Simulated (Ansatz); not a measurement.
# CHBSi (singlet): wave-function methods side by side, cc-pVDZ

An exercise on one series of results from a longer session: the logs are not shown, and one member is left open.

Computed with Ansatz 0.2.0, Gaussian basis. Level: cc-pVDZ, core rule «outside noble gas», up to 7 orbitals frozen.

The runs, in order: UHF; CCSD(T) on RHF; CCSD(T) on UHF; BCCD(T) on RHF; CISD; CCSDT(Q) on RHF; CCSDT(Q) on UHF; CASSCF and MRCISD+Q, 8 electrons in 8 orbitals; CASSCF and NEVPT2, 8 electrons in 8 orbitals.

18 further runs of the same task are left out: 5 that didn't finish, 13 set aside as unsound or not needed.

## What is computed

The geometry is a PBE0/def2-TZVP stationary point (not a proven minimum) of the parent state, kept for this charge and spin.

4 atoms, charge 0, spin multiplicity 1.

Atoms are counted from 1 here; the program's logs count them from 0.

Bond lengths: B1–Si2 2.104 Å, B1–C3 1.413 Å, Si2–C3 1.748 Å, Si2–H4 1.507 Å. Angles: Si2–B1–C3 55.5°, B1–Si2–C3 41.8°, B1–Si2–H4 159.6°, C3–Si2–H4 117.8°, B1–C3–Si2 82.7°.

Set-up of the first run:

Input file in.yaml:

```yaml
crystal:
  periodic: [false, false, false]
  atoms:
    - {symbol: B, position_ang: [0.000000, -0.542119, 1.311636]}
    - {symbol: Si, position_ang: [0.000000, -0.137461, -0.752718]}
    - {symbol: C, position_ang: [0.000000, 0.754866, 0.750494]}
    - {symbol: H, position_ang: [0.000000, 0.649881, -2.037416]}
basis:
  gaussian: {orbitals: cc-pVDZ}
magnetization: {spin_polarized: true, initial_magnetization: 0}
hamiltonian: {xc: hf}
output: {orbitals: {seedname: orbitals}}
```

Launch:

```sh
$ ansatz run in.yaml --threads 1 --pin off --events-out ev --progress --plain --max-ram 2393MiB
```

Among the steps run: UHF; CCSD(T) on RHF; CCSD(T) on UHF; BCCD(T) on RHF; CISD; CCSDT(Q) on RHF; CCSDT(Q) on UHF; CASSCF and MRCISD+Q, 8 electrons in 8 orbitals; CASSCF and NEVPT2, 8 electrons in 8 orbitals.

One of the session's tables, all rows but one given; the rest of the session is left out.

```
           method  from RCCSDT(Q) (meV)
              RHF              +10219.9
              UHF               +8323.7
             RMP2               +1676.4
             UMP2               +1500.7
             CISD               +2268.7
            RCCSD               +1019.4
            UCCSD                +615.6
         RCCSD(T)                +193.9
         UCCSD(T)                +141.5
          BCCD(T)                +231.1
           RCCSDT                +172.7
           UCCSDT                 +76.7
        RCCSDT(Q)                     0
        UCCSDT(Q)                 +24.8
  CASSCF frontier                     ?
  NEVPT2 frontier               +1222.0
  MRCISD frontier                +766.1
MRCISD+Q frontier                +155.3
```

Estimate the missing values for CASSCF frontier.

**Answer.** from RCCSDT(Q) (meV): +6453.3. In the column «from RCCSDT(Q) (meV)» it lies between CISD (+2268.7) and UHF (+8323.7).

To keep in mind: The determinant is far from a pure spin state, so its energy mixes those of several spin states (harmless only where they are near-degenerate, as at dissociation). Warnings: restricted reference is unstable; spin contamination; large T1 diagnostic. Restricted and unrestricted rows rest on different reference determinants; where their highest levels disagree by more than a few hundredths of an eV, they describe different states and don't form one ladder.
